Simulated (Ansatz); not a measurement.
A run for Ansatz (an electronic-structure program): R-PBE/def2-TZVPPD on H2O (SMILES O). Files ending in .json are basis or fitting sets from the Basis Set Exchange.

Ansatz 0.2 input:
```yaml
crystal:
  periodic: [false, false, false]
  atoms:
    - {symbol: O, position_ang: [-1.39622600, -0.00499000, 0.10676600]}
    - {symbol: H, position_ang: [-1.78937200, -0.74228300, -0.37100900]}
    - {symbol: H, position_ang: [-1.77703700, 0.77763800, -0.30426400]}
basis:
  gaussian:
    orbitals: def2-TZVPPD.json
hamiltonian:
  xc: {name: PBE}
scf: {lower_state_search: off}
```

The head of its log:

```
WARN ansatz: RAYON_NUM_THREADS=1 ignored (pool sized by the plan → 1); use --threads N
Functional definition: PBE
these checks for a lower state are left out or cut short: stability, starts, cluster_reference, orbital_swaps, neighbouring_geometries, increment
integrals: 0.01 GiB planned
302 factors; their error is unknown
mean field: 0.11 GiB planned
mean field evaluation 1: about -2072.8598 eV, gradient 6.0e1 eV
mean field evaluation 2: about -2043.2488 eV, gradient 1.3e2 eV
```

Question: What total energy does the run end on?

Answer: -76.3836 hartree.
